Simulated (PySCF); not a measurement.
Compound: C₄H₁₂NP.
Cartesian coordinates in Å at the PBE0-D3(BJ)/def2-TZVP level; atoms count from 1:
```
atom  x, y, z in Å
C1    -1.8434    0.6295    0.2310
N2    -0.7260   -0.1659   -0.2414
C3    -1.1423   -1.5422   -0.4399
P4     0.6689   -0.0455    0.8097
C5     1.0992    1.7151    0.5240
C6     1.9308   -0.7888   -0.2956
H7    -2.6646    0.5522   -0.4869
H8    -1.5646    1.6814    0.3007
H9    -2.2236    0.3066    1.2150
H10   -0.3287   -2.1323   -0.8631
H11   -1.9718   -1.5645   -1.1519
H12   -1.4786   -2.0333    0.4886
H13    2.1205    1.8708    0.8793
H14    1.0409    1.9709   -0.5373
H15    0.4504    2.3776    1.0976
H16    1.8365   -0.4107   -1.3168
H17    1.8582   -1.8769   -0.2997
H18    2.9162   -0.5303    0.0992
```

All values: wB97X-D/pcSseg-2 (PySCF, non-relativistic), on one gas-phase PBE0-D3(BJ)/def2-TZVP geometry that isn't relaxed in the solvent. The solvent is an IEF-PCM continuum (cavity from Bondi-type radii × 1.2). Specific hydrogen bonds and non-electrostatic terms are outside this model.

Gas phase at wB97X-D/pcSseg-2: HOMO -7.44 eV, LUMO 2.35 eV, dipole 0.80 D.

Question: What does the continuum do to the energy, the frontier levels and the dipole at wB97X-D/pcSseg-2 in chloroform?

Answer: 
| solvent | ε | E(solvent) − E(gas) (kcal/mol) | polarisation term (kcal/mol) | distortion of the solute (kcal/mol) | HOMO (eV) | LUMO (eV) | dipole (D) |
| --- | --- | --- | --- | --- | --- | --- | --- |
| chloroform | 4.711 | -2.92 | -3.21 | 0.29 | -7.52 | 2.51 | 1.02 |

The polarisation term is half the interaction of the solute with the surface charges that it induces; the rest is the cost of distorting the solute's density. The sum is the electrostatic part of solvation alone.

Question: Give the dipole vector in the frame of the coordinates (D, pointing from negative to positive charge), gas and chloroform.

Answer: Gas (-0.03, 0.25, -0.76), solvent (0.00, 0.33, -0.97). Its length changes by +27 % and its direction by 2°.

The pairwise dispersion term of wB97X-D wasn't added to the energies; at a given geometry it leaves orbitals and properties as they are.
